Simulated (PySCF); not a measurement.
ethanol cation (C2H6O), SMILES OCC (connectivity only; charge and spin as stated), charge +1, multiplicity 2.

Coordinates come from a PBE0-D3(BJ)/def2-TZVP optimisation. The spin state was assumed, not searched. The values are those of a single conformer.

Calculation: SMD-PBE0/6-31G* run with PySCF.

Solvation free energies are E(SMD) − E(gas) at the gas-phase geometry, for 1 M in both phases.

| solvent | ΔG(solv) (kcal/mol) | its non-electrostatic (CDS) part |
|---|---|---|
| water | -74.3 | 2.7 |
| dimethylsulfoxide | -69.9 | -0.8 |
| diethylether | -55.3 | -1.8 |
